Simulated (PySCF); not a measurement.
Bond curve of SiH

Set-up: basis Si 6-311G(d,p), H 6-311G(d,p); no relativity; PySCF 2.14. Energies in eV from Si + H in their ground configurations at the same level. State: ²Π (doublet), unpaired electrons π ↑.

All columns are PBE0. A positive dipole means Si(−)H(+).

```tsv
R (Å)	E (eV)	μ (D)	Mulliken charge on Si (basis-dependent)	HOMO (eV)	LUMO (eV)	Mayer bond order	⟨S²⟩
1.322	-2.568	0.78	0.12	-5.44	-3.23	0.88	0.75
1.383	-2.822	0.63	0.13	-5.46	-3.24	0.89	0.75
1.445	-2.968	0.48	0.13	-5.47	-3.26	0.90	0.75
1.491	-3.022	0.36	0.14	-5.49	-3.28	0.91	0.75
1.537	-3.038	0.23	0.14	-5.51	-3.29	0.91	0.75
1.583	-3.023	0.11	0.14	-5.53	-3.31	0.92	0.75
1.645	-2.964	-0.06	0.15	-5.55	-3.34	0.92	0.75
1.721	-2.844	-0.28	0.15	-5.59	-3.37	0.93	0.75
1.814	-2.651	-0.54	0.16	-5.65	-3.42	0.93	0.75
1.937	-2.346	-0.89	0.17	-5.72	-3.49	0.94	0.75
```

A fit through these points gives, at Re = 1.536 Å, μ = 0.24 D and dμ/dR = -2.69 D/Å; the reduced mass is 0.9728 u.

How strong is the fundamental in the double-harmonic approximation, I = 42.26·(dμ/dR)²/μred km/mol?

I = 42.26·(-2.69)²/0.9728 = 314 km/mol at PBE0.

The state is the lowest determinant that a PBE0 search found; another state may lie lower at other levels.
